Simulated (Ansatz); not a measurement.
Program: Ansatz.

Input:

```yaml
crystal:
  periodic: [false, false, false]
  atoms:
    - { symbol: Al, position_ang: [-1.056665, -0.382545, 0.206359] }
    - { symbol: H, position_ang: [-1.550083, -1.458832, 1.277875] }
    - { symbol: H, position_ang: [-1.743127, -0.194535, -1.23216] }
    - { symbol: H, position_ang: [-0.629477, 1.071341, 0.896674] }
    - { symbol: H, position_ang: [0.506289, 1.478147, 0.464915] }
    - { symbol: F, position_ang: [1.422815, 1.544617, 0.045779] }
    - { symbol: H, position_ang: [0.940348, -1.229426, -1.161009] }
    - { symbol: O, position_ang: [0.80368, -0.857514, -0.268935] }
    - { symbol: H, position_ang: [1.306221, 0.028749, -0.229498] }
basis:
  gaussian: { orbitals: def2-SVP }
hamiltonian:
  xc: pbe
  dispersion: d4
neb:
  order_check: false
  images: 9
  f_tol: 0.05
  max_iterations: 8
  max_displacement: 0.5
  optimiser: fire
  final_atoms:
    - { symbol: Al, position_ang: [-1.056665, -0.382545, 0.206359] }
    - { symbol: H, position_ang: [-1.550083, -1.458832, 1.277875] }
    - { symbol: H, position_ang: [-1.743127, -0.194535, -1.23216] }
    - { symbol: H, position_ang: [-0.629477, 1.071341, 0.896674] }
    - { symbol: H, position_ang: [0.506289, 1.478147, 0.464915] }
    - { symbol: F, position_ang: [1.422815, 1.544617, 0.045779] }
    - { symbol: H, position_ang: [0.940348, -1.229426, -1.161009] }
    - { symbol: O, position_ang: [0.80368, -0.857514, -0.268935] }
    - { symbol: H, position_ang: [1.306221, 0.028749, -0.229498] }
  initial_path: idpp
```

Run as:

```bash
$ ansatz run input.yaml --threads 2 --pin off --max-ram 3072MiB --backend cpu --events-out ev --progress --plain --runs-dir out
```

Problem. Does this input run?

Solution. The program refused the input.

```
Error: invalid value for `neb.final_atoms`: is identical to crystal.atoms — the two endpoints must differ for a path to exist
```
